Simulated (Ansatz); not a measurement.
CsCl-type TlBr: LDA at its full settings (plane-wave cutoff 520 eV, 8×8×8 k mesh, Fermi–Dirac smearing 0.01 eV, scalar-relativistic PAW data made under PBE) and at cheaper ones, in a cell of 2 atoms with Γ-centred meshes.

| level and setting | lattice constant a (Å) | bulk modulus B0 (GPa) |
|---|---|---|
| LDA (Ansatz) | 3.839 | 33.6 |
| LDA (Γ point alone) (Ansatz) | 3.777 | 42.9 |
| LDA (2×2×2 k mesh) (Ansatz) | 4.020 | 26.2 |
| LDA (4×4×4 k mesh) (Ansatz) | 3.848 | 33.4 |

Largest shifts from the full settings: lattice constant a +4.71 % (LDA (2×2×2 k mesh)), against a difference of -3.64 % of the full result from the reference 3.984 Å (measured, temperature not stated, not corrected to a static lattice; as tabulated in Du and Singh (2010), arXiv:1001.5458); bulk modulus +28 % (LDA (Γ point alone)).

Ansatz's density-functional and Hartree–Fock values are scalar-relativistic unless marked +SOC, with PAW data made under PBE.

Run with cheap settings on purpose, which may leave them unconverged: LDA (2×2×2 k mesh), LDA (4×4×4 k mesh), LDA (Γ point alone).

Ansatz is a program for electronic structure.
